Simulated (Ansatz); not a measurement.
# H2S: the cost of one run

Program: Ansatz 0.2.0. Level of theory: DFT wB97M-V, Gaussian basis def2-TZVPPD, and further levels as typed in the inputs. These are calculated values, not measurements.

## Step 1: Starting point

Bond lengths: S1–H2 1.337 Å, S1–H3 1.337 Å. Angles: H2–S1–H3 92.2°.

Structure file:

```xyz
3

S     0.0000    0.0000    0.0000
H     0.9630    0.0000    0.9270
H    -0.9630    0.0000    0.9270
```

## Step 2: Relaxing the atoms: H2S

input.yaml

```yaml
relax:
  f_tol: 0.0003
  max_steps: 400
crystal:
  periodic: [false, false, false]
  atoms:
    - { symbol: S, position_ang: [0.0, 0.0, 0.0] }
    - { symbol: H, position_ang: [0.963, 0.0, 0.927] }
    - { symbol: H, position_ang: [-0.963, 0.0, 0.927] }
basis:
  gaussian: { orbitals: def2-TZVPPD.json }
hamiltonian:
  xc: { name: wB97M-V }
```

On the command line:

```
> ansatz run input.yaml --threads 2 --pin off --max-ram 8192MiB --backend cpu --events-out ev --progress --plain --runs-dir out
```

Q: Estimate wall time and peak memory on 2 threads of AMD EPYC 9R45 (Zen 5), shared host.

About 3.5 s, with a peak of 0.16 GiB.
